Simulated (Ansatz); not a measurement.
# Worked example: C2HF + CH3O → C2H + CH3FO

Gas-phase species: C2HF (fluoroacetylene) `C#CF`, singlet; CH3O (hydroxymethyl radical) `[CH2]O`, doublet; C2H `[C]#C`, doublet; CH3FO `OCF`, singlet. A radical takes F: the energy is the difference in strength between two C–F bonds in different surroundings.

Shapes, held fixed at every level: PBE0-D4/def2-TZVP. Flexible molecules stand in one conformer, not always the lowest. Programs: Ansatz 0.2.0. The zero-point and thermal change to 298 K, harmonic and unscaled (PBE0-D4/def2-TZVP), is +4.8 kJ/mol.

At B2PLYP/def2-TZVPP; 1 Eh = 2625.50 kJ/mol:

| species | energy (Eh) |
| --- | --- |
| C2HF | -176.501587 |
| CH3O | -115.023100 |
| C2H | -76.570478 |
| CH3FO | -214.928619 |

Problem. Work out ΔH(298 K) of the reaction at this level.

Solution. 
1. Products less reactants: (-76.570478) + (-214.928619) − [(-176.501587) + (-115.023100)] = 0.025590 Eh = +67.2 kJ/mol.
2. With the thermal change: +67.2 + (+4.8) = +72.0 kJ/mol.

Other levels give +19.4 (HF/def2-TZVPP) to +97.5 kJ/mol (SPW92/def2-TZVPP). No measured value is set beside it here. Spin contamination: C2H (⟨S²⟩ up to 1.11). Open shells run unrestricted.
